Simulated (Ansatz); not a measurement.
`NC(O)(F)CO` + H₂ → `NC(F)CO` + H₂O  (hydrogenolysis of a C–O bond)

Computed with Ansatz on PBE0-D4/def2-TZVP structures; ΔE is electronic, products minus reactants. CCSD(T)/CBS is the MP2 limit (def2-TZVPP, def2-QZVPP) plus CCSD(T) − MP2 in def2-TZVPP, frozen cores. This one scheme is used for every species. Functionals use def2-TZVPP. HSE06 is defined as in plane-wave codes. Each species was taken in one conformer, which may not be the lowest.

Question: Is it downhill or uphill in electronic energy at CCSD(T)/CBS, and by how much? (Estimate.)

Answer: Ansatz gave: Downhill: ΔE = -13.2 kcal/mol.

Question: What do these levels give: LDA (SPW92), B2PLYP, BLYP, HSE06, MP2/def2-TZVPP, MP2/CBS(def2)? (An estimate is asked.)

Answer: Computed: LDA (SPW92) -8.7, B2PLYP -13.3, BLYP -14.3, HSE06 -12.9, MP2/def2-TZVPP -12.3, MP2/CBS(def2) -13.6 kcal/mol.

Largest T1 diagnostic among the species: 0.011.

At CCSD(T), def2-SVP lies +6.6 kcal/mol from the extrapolated value and def2-TZVPP +1.3 kcal/mol. The D4 term adds +1.5 kcal/mol with B3LYP and +0.8 kcal/mol with PBE0; it sums over pairs of atoms, weighted by their polarisabilities, and B3LYP, whose exchange is more repulsive, gets the larger term. From r2SCAN to r2SCAN0 (25 % exact exchange), in def2-TZVPP and without D4, ΔE moves by −0.8 kcal/mol.

B3LYP here is the variant with VWN-RPA as its local correlation; programs differ in this.
